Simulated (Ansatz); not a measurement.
[AlH2···H···NH], triplet along the distance Al1-H4

Starting geometry:

| atom | x (Å) | y (Å) | z (Å) |
| --- | --- | --- | --- |
| Al | -1.1426 | 0.0225 | 0.0000 |
| H | -1.9356 | 1.3959 | 0.0000 |
| H | -1.9356 | -1.3509 | 0.0000 |
| H | 0.4432 | 0.0225 | 0.0000 |
| N | 2.2654 | 0.0225 | 0.0000 |
| H | 2.5345 | -0.9817 | 0.0000 |

From there H4 is moved from one fragment to the other while all else, the fragments' distance too, stays fixed, so the hump isn't the reaction's barrier; atoms are numbered as listed. Energies are in kJ/mol, counted from the starting geometry at the same level.

Basis cc-pVDZ; Ansatz 0.2.0. Only valence electrons are correlated (noble-gas cores frozen). Prefix R: restricted or restricted open-shell reference; prefix U: unrestricted.

Full CI isn't at hand for all of this; UCCSDT(Q) serves as the reference, and is uncertain by about the last step of the cluster series. The frozen core follows each run's orbitals, which can shift R against U totals by a few meV.

```json
{"distance Al1-H4 (Å)": "1.475", "UCCSDT(Q)": "4.1", "error UHF": "-5.0", "error UMP2": "-1.0", "error UCCSD": "-0.8", "error RCCSD(T)": "-0.2", "error UCCSDT": "0.0", "error RCCSDT(Q)": "0.0"}
{"distance Al1-H4 (Å)": "1.586", "UCCSDT(Q)": "0.0", "error UHF": "0.0", "error UMP2": "0.0", "error UCCSD": "0.0", "error RCCSD(T)": "0.0", "error UCCSDT": "0.0", "error RCCSDT(Q)": "0.0"}
{"distance Al1-H4 (Å)": "1.698", "UCCSDT(Q)": "10.4", "error UHF": "7.8", "error UMP2": "1.9", "error UCCSD": "1.3", "error RCCSD(T)": "0.3", "error UCCSDT": "0.1", "error RCCSDT(Q)": "0.0"}
{"distance Al1-H4 (Å)": "1.809", "UCCSDT(Q)": "25.6", "error UHF": "18.8", "error UMP2": "5.1", "error UCCSD": "3.0", "error RCCSD(T)": "0.8", "error UCCSDT": "0.2", "error RCCSDT(Q)": "0.0"}
{"distance Al1-H4 (Å)": "1.921", "UCCSDT(Q)": "35.0", "error UHF": "32.5", "error UMP2": "9.1", "error UCCSD": "5.0", "error RCCSD(T)": "1.3", "error UCCSDT": "0.4", "error RCCSDT(Q)": "0.0"}
{"distance Al1-H4 (Å)": "2.033", "UCCSDT(Q)": "28.7", "error UHF": "45.0", "error UMP2": "9.0", "error UCCSD": "6.0", "error RCCSD(T)": "1.2", "error UCCSDT": "0.5", "error RCCSDT(Q)": "-0.1"}
{"distance Al1-H4 (Å)": "2.145", "UCCSDT(Q)": "5.3", "error UHF": "49.3", "error UMP2": "1.1", "error UCCSD": "5.4", "error RCCSD(T)": "1.0", "error UCCSDT": "0.5", "error RCCSDT(Q)": "0.0"}
{"distance Al1-H4 (Å)": "2.256", "UCCSDT(Q)": "-23.9", "error UHF": "43.6", "error UMP2": "-6.3", "error UCCSD": "3.9", "error RCCSD(T)": "0.6", "error UCCSDT": "0.4", "error RCCSDT(Q)": "0.0"}
{"distance Al1-H4 (Å)": "2.368", "UCCSDT(Q)": "-39.2", "error UHF": "33.3", "error UMP2": "-10.5", "error UCCSD": "2.6", "error RCCSD(T)": "0.3", "error UCCSDT": "0.3", "error RCCSDT(Q)": "0.0"}
```

Errors are those of relative energies. In total energy the starting point itself misses UCCSDT(Q) by: UHF 617.4, UMP2 126.6, UCCSD 11.5, RCCSD(T) 2.7, UCCSDT 0.5, RCCSDT(Q) 0.1 kJ/mol.

Spread of the error over the points with a reference, to 2.368 Å (largest less smallest): RCCSDT(Q) 0.1, UCCSDT 0.6, RCCSD(T) 1.5, UCCSD 6.9, UMP2 19.6, UHF 54.3 kJ/mol.
